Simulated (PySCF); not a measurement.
**Stretching NaC**

Set-up: basis Na def2-TZVP, C def2-TZVP; no relativity; PySCF 2.14. Energies in eV from Na + C in their ground configurations at the same level. All curves are PBE0. state 1: ⁴Σ⁻ (quartet), unpaired electrons σ ↑, π ↑↑; state 2: Ms = 0.5 determinant of mixed spin (⟨S²⟩ near 1.8), unpaired electrons σ ↓, π ↑↑, a second solution, started from another occupation; state 3: Ms = 0.5 determinant of mixed spin (⟨S²⟩ near 1.8), unpaired electrons σ ↑, π ↑↓, a mixture of terms (⟨Lz²⟩ = 2.0), a second solution, started from another occupation; state 4: ²Π (doublet), unpaired electrons π ↑, a second solution, started from another occupation.

```tsv
R (Å)	state 1	state 2	state 3	state 4
1.921	-1.631	-0.892	-0.913	0.1960
2.011	-1.853	-1.122	-1.139	-0.1795
2.100	-1.974	-1.254	-1.265	-0.4311
2.167	-2.017	-1.305	-1.311	-0.5584
2.234	-2.028	-1.327	-1.326	-0.6453
2.301	-2.016	-1.326	-1.318	-0.7003
2.390	-1.971	-1.299	-1.280	-0.7357
2.502	-1.884	-1.238	-1.202	-0.7365
2.636	-1.753	-1.142	-1.084	-0.6973
2.815	-1.561	-1.000	-0.909	-0.6111
```

Put a parabola through the three lowest points of the state 1 curve and estimate Re, k and ωe (reduced mass 7.885 u; 1 eV/Å² = 0.16022 mdyn/Å; ωe = 1302.8·√(k/μ) cm⁻¹).

Through R = 2.167, 2.234, 2.301 Å the second-order coefficient is 2.56 eV/Å², so Re ≈ 2.233 Å, k ≈ 0.821 mdyn/Å and ωe ≈ 420 cm⁻¹. A polynomial fit of higher order to the unrounded PBE0 energies gives Re = 2.229 Å, k = 0.873 mdyn/Å, ωe = 434 cm⁻¹; anharmonicity and rounding make the difference.

The higher-order fit for each curve: state 1: Re = 2.229 Å, ωe = 434 cm⁻¹, De = 2.03 eV; state 2: Re = 2.264 Å, ωe = 392 cm⁻¹, minimum 1.33 eV below the ground-state fragments; state 3: Re = 2.241 Å, ωe = 420 cm⁻¹, minimum 1.33 eV below the ground-state fragments; state 4: Re = 2.446 Å, ωe = 329 cm⁻¹, minimum 0.74 eV below the ground-state fragments.

⟨S²⟩ of the unrestricted solution departs from its pure value on part of the curve, where spin states mix. The state is the lowest determinant that a PBE0 search found; another state may lie lower at other levels.
